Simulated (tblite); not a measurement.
Compound: trimethylphosphine, C3H9P.
Numbering: `[CH3:1][P:2]([CH3:3])[CH3:4]` (hydrogens: H5, H6, H7 on C1; H8, H9, H10 on C3; H11, H12, H13 on C4)

Computed values, GFN2-xTB/tblite, gas phase, harmonic and unscaled. Errors from tens to a few hundred cm⁻¹ against measured bands are possible.

Harmonic wavenumbers (cm⁻¹): 141.0, 186.2, 186.6, 253.3, 253.9, 318.2, 681.2, 735.1, 735.3, 790.8, 830.6, 830.7, 924.4, 924.5, 960.6, 1321.7, 1321.8, 1322.0, 1437.6, 1452.5, 1452.6, 1458.5, 1458.6, 1470.5, 2984.2, 2984.5, 2992.2, 3011.4, 3020.0, 3020.2, 3021.5, 3022.3, 3022.5.

A = 5796, B = 5790, C = 3780 MHz; mass 76.044 u (most abundant isotopes); point group C3v, symmetry number 3.

**Question.** What is the zero-point energy?

**Answer.** ½Σν̃ = 24264 cm⁻¹ = 69.37 kcal/mol.

**Question.** Entropy at 298.15 K, 1 bar (ideal gas, RRHO, classical rotation)?

**Answer.** Translation 38.93, rotation 23.16, vibration 14.02: S = 76.1 cal/(mol K).

**Question.** And Cp and H(298.15 K) − H(0)?

**Answer.** Cp = 25.29 cal/(mol K), of which vibrations give 17.34 (their classical limit is 33 R = 65.6); H(298.15 K) − H(0) = 4.84 kcal/mol without the zero-point energy, 2.47 from vibrations.

**Question.** Blend soft modes into free rotors: weight 1/[1 + (100 cm⁻¹/ν̃)⁴] for the oscillator and the rest for a rotor with moment μB/(μ + B), μ = h/(8π²ν), B = 10⁻⁴⁴ kg m². What vibrational entropy results?

**Answer.** 13.97 cal/(mol K) in place of 14.02, which changes −T·S at 298.15 K by +0.01 kcal/mol.

**Question.** How do the functions run with temperature in this model?

**Answer.** 
```tsv
T (K)	S (cal/(mol K))	Cp (cal/(mol K))	H − H(0) (kcal/mol)	G − H(0) (kcal/mol)	ln q(vib)
50	48.2	9.2	0.41	-2.00	0.03
100	56.0	13.5	0.98	-4.61	0.35
373.15	82.3	29.7	6.90	-23.79	3.95
500	91.9	36.4	11.11	-34.85	5.76
750	108.7	46.2	21.51	-59.98	9.31
1000	122.9	53.0	33.96	-88.97	12.69
```

q(vib) and H(0) count from the zero-point level.

Hindered rotation and anharmonicity are outside this model.
